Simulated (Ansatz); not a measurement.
The first iterations of a band of FH + H4Si (7 atoms, charge 0, multiplicity 1).

Theory: RKS PBE0-D4/def2-TZVP in Ansatz 0.2.0.

| Quantity | Value |
| --- | --- |
| movable images | 7 |
| climbing image | from the first iteration |
| spring | 5.0 eV/Å² |
| optimiser | fire |
| start path | through a guess of the saddle point |
| force threshold | 0.05 eV/Å |
| iteration limit | 60 |
| end points | relaxed |

First end point:

```xyz
7
Properties=species:S:1:pos:R:3
Si 0.313 -0.001 -0.192
H 0.022 -0.004 1.274
H 1.786 0.001 -0.353
H -0.279 1.219 -0.790
H -0.277 -1.219 -0.794
F -2.628 0.003 1.751
H -1.703 0.001 1.744
```

Last end point:

```xyz
7
Properties=species:S:1:pos:R:3
Si -0.279 0.001 -0.732
H -0.368 -0.003 3.380
H 0.934 0.000 0.119
H -0.327 1.221 -1.572
H -0.328 -1.217 -1.575
F -1.564 0.001 0.225
H -0.835 -0.002 2.796
```

| iteration | highest image above the first end (eV) | largest band force component (eV/Å) |
| --- | --- | --- |
| 1 | 2.752 | 6.696 |
| 2 | 2.432 | 2.380 |
| 3 | 2.016 | 4.140 |
| 4 | 1.987 | 2.941 |
| 5 | 1.931 | 1.478 |
| 6 | 1.908 | 1.400 |
| 7 | 1.864 | 1.247 |
| 8 | 1.804 | 1.029 |
| 9 | 1.734 | 0.953 |
| 10 | 1.662 | 1.103 |
| 11 | 1.594 | 1.242 |
| 12 | 1.527 | 1.084 |
| 13 | 1.469 | 0.768 |
| 14 | 1.424 | 0.673 |

Task: Does the band converge within its limit, and where does its top end?

Result: It converged. It ended after 44 iterations with the highest image 1.355 eV above the first end. Neighbouring images differ by up to 1.2 eV, so the band resolves the path poorly. Another band between the same ends (7 images) ends at a top of the same energy, where a vibrational analysis finds 1 clearly imaginary mode. The orbitals stay closed-shell, which can raise the energy where a bond breaks towards radicals; this wasn't checked here.

Time of the run: 4.8 min on 2 threads of Arm Neoverse V1, on a shared host, peak memory 0.14 GiB.
